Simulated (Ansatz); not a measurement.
Molecular dynamics, step by step

SiH3 (SMILES [SiH3+]) (charge +1), closed shell, PBE-D4/6-31G (Ansatz 0.2.0). Settings (timestep in fs, temperature in K; T counts 6 degrees of freedom):

```yaml
hamiltonian: {xc: pbe, dispersion: d4}
md: {n_steps: 60, timestep: 0.5, temperature: 1500, ensemble: nve, seed: 818, initial_velocities: maxwell_boltzmann}
```

Start (the SMILES describes the start alone):

```tsv
atom	x (Å)	y (Å)	z (Å)
Si1	0.0083	-0.0006	-0.0047
H2	0.6808	0.6725	1.1092
H3	-0.1206	-1.4599	-0.0084
H4	-0.5685	0.7881	-1.0961
```

| step | time (fs) | potential energy less the start (meV) | kinetic energy (meV) | T (K) |
| --- | --- | --- | --- | --- |
| 0 | 0.00 | 0.0 | 387.8 | 1500 |
| 4 | 2.00 | 77.9 | 310.5 | 1201 |
| 8 | 4.00 | 138.0 | 250.1 | 968 |
| 12 | 6.00 | 213.9 | 174.2 | 674 |
| 16 | 8.00 | 317.1 | 71.5 | 277 |
| 20 | 10.00 | 349.6 | 39.1 | 151 |
| 24 | 12.00 | 280.9 | 107.6 | 416 |
| 28 | 14.00 | 166.7 | 221.2 | 856 |
| 32 | 16.00 | 107.9 | 280.2 | 1084 |
| 36 | 18.00 | 74.6 | 313.8 | 1214 |
| 40 | 20.00 | 18.8 | 368.9 | 1427 |
| 44 | 22.00 | 69.9 | 318.0 | 1230 |
| 48 | 24.00 | 190.6 | 198.0 | 766 |
| 52 | 26.00 | 258.6 | 130.0 | 503 |
| 56 | 28.00 | 260.0 | 128.2 | 496 |
| 60 | 30.00 | 271.2 | 116.7 | 451 |

Step 12, positions (Å) and forces (eV/Å):

| atom | x | y | z | Fx | Fy | Fz |
| --- | --- | --- | --- | --- | --- | --- |
| Si1 | 0.014 | -0.015 | -0.014 | -0.746 | 1.556 | 0.229 |
| H2 | 0.573 | 0.838 | 1.112 | 0.273 | -0.494 | -0.004 |
| H3 | -0.150 | -1.512 | 0.150 | 0.112 | 0.183 | -0.362 |
| H4 | -0.598 | 1.069 | -0.989 | 0.361 | -1.245 | 0.137 |

Step 24, positions (Å) and forces (eV/Å):

```tsv
atom	x	y	z	Fx	Fy	Fz
Si1	0.012	-0.013	-0.020	0.171	0.127	2.133
H2	0.574	0.864	1.144	0.076	-0.867	-0.460
H3	-0.148	-1.544	0.188	0.160	0.758	-0.503
H4	-0.549	1.015	-0.897	-0.408	-0.018	-1.170
```

Step 36, positions (Å) and forces (eV/Å):

```csv
atom,x,y,z,Fx,Fy,Fz
Si1,0.010,-0.005,-0.007,-0.747,1.185,-1.062
H2,0.636,0.667,1.098,0.668,0.633,0.986
H3,-0.104,-1.432,0.073,-0.129,-1.377,-0.150
H4,-0.584,0.877,-1.108,0.208,-0.441,0.226
```

Last step (60):

Si1  (0.000, 0.016, 0.007)
H2  (0.825, 0.505, 1.133)
H3  (-0.073, -1.453, -0.175)
H4  (-0.519, 0.489, -1.269)
(Å)

Hardware: 2 CPU threads of an Arm Neoverse V1, shared host. Wall time about 12 s.
